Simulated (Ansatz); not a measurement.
Corundum (α-Al2O3) was calculated with rVV10 (PAW; Ansatz, a quantum-chemistry and plane-wave program).

Settings: plane-wave cutoff 520 eV, 8×8×8 k mesh, Fermi–Dirac smearing 0.01 eV, scalar-relativistic PAW data made under PBE.

Computed at the level's own relaxed cell.

Estimate the c axis length, band gap, volume per atom, equilibrium lattice constant a and pressure derivative B′ of the bulk modulus that the calculation returns.


- c axis length: 13.138 Å
- band gap: 5.73 eV (direct)
- volume per atom: 8.81 Å³/atom
- equilibrium lattice constant a: 4.819 Å
- pressure derivative B′ of the bulk modulus: 4.0

Measured, for comparison: lattice parameter c 12.991 Å, lattice constant a 4.759 Å (temperature not stated, not corrected to a static lattice; as tabulated in Lallet et al. (2009), arXiv:0801.3594). Computed (rounded) less measured: lattice parameter c +1.1 %, lattice constant a +1.3 %.

Note: the bulk modulus comes from volumes at which shape and atoms were relaxed.
